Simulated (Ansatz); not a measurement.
**SiPH2 (doublet): wave-function methods side by side, def2-QZVPP**

One table from this session's results is given with a row withheld; the runs are named, their logs left out.

Method: def2-QZVPP, core rule «outside noble gas», up to 10 orbitals frozen; program: Ansatz 0.2.0, Gaussian basis.

Plan: UHF; ROHF; CCSD(T) on UHF.

## What is computed

The geometry is a PBE0/def2-TZVP stationary point (not a proven minimum) of the parent state, kept for this charge and spin.

4 atoms, charge 0, spin multiplicity 2.

Atoms are counted from 1 here; the program's logs count them from 0.

Bond lengths: Si1–P2 2.275 Å, Si1–H3 1.499 Å, P2–H4 1.427 Å. Angles: P2–Si1–H3 115.3°, Si1–P2–H4 96.5°.

Set-up of the first run:

Input file in.yaml:

```yaml
crystal:
  periodic: [false, false, false]
  atoms:
    - {symbol: Si, position_ang: [-0.059994, -0.083342, 1.179230]}
    - {symbol: P, position_ang: [0.000332, 0.090462, -1.088224]}
    - {symbol: H, position_ang: [0.995175, 0.691262, 1.910267]}
    - {symbol: H, position_ang: [0.666308, -1.148881, -1.327757]}
basis:
  gaussian: {orbitals: "def2-QZVPP.json"}
magnetization: {spin_polarized: true, initial_magnetization: 1}
hamiltonian: {xc: hf}
output: {orbitals: {seedname: orbitals}}
```

Command:

```
> ansatz run in.yaml --threads 1 --pin off --events-out ev --progress --plain --max-ram 2393MiB
```

Steps of the session up to this table: UHF; ROHF; CCSD(T) on UHF.

One table of the session follows, with a row left open; its other results are not shown here.

```
  method  from UCCSD(T) (meV)
    ROHF              +8349.7
     UHF              +7941.5
    UMP2                    ?
   UCCSD               +404.2
UCCSD(T)                    0
```

Q: Estimate the row for UMP2 from the others.

As computed: from UCCSD(T) (meV): +1621.2. In the column «from UCCSD(T) (meV)» it lies between UCCSD (+404.2) and UHF (+7941.5).

Limits of these values: The determinant is far from a pure spin state, so its energy mixes those of several spin states (harmless only where they are near-degenerate, as at dissociation).
